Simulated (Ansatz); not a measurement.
A calculation with Ansatz (development build ahead of 0.2.0).

```yaml
crystal:
  periodic: [false, false, false]
  atoms:
    - { symbol: C, position_ang: [-0.00063, 0.00039, -0.7594] }
    - { symbol: C, position_ang: [0.00134, -0.00036, 0.75943] }
    - { symbol: H, position_ang: [-0.00277, -1.02402, -1.16527] }
    - { symbol: H, position_ang: [-0.88457, 0.51357, -1.16375] }
    - { symbol: H, position_ang: [0.88829, 0.51042, -1.16551] }
    - { symbol: H, position_ang: [-0.00296, 1.02389, 1.16406] }
    - { symbol: H, position_ang: [-0.88557, -0.51411, 1.1652] }
    - { symbol: H, position_ang: [0.88686, -0.50978, 1.16524] }
basis:
  gaussian: { orbitals: cc-pVDZ }
hamiltonian:
  xc: hf
correlation:
  method: mp2
  frozen_orbitals: { C: 1, H: 0 }
```

The input is written out in the form of the current development build from the run's settings.

Results

```yaml
Converged: yes
Reference_energy: -79.23464 hartree
Correlation_energy: -0.30274 hartree
Total_energy: -79.53738 hartree
Spin_squared_of_the_determinant: 0.000
```
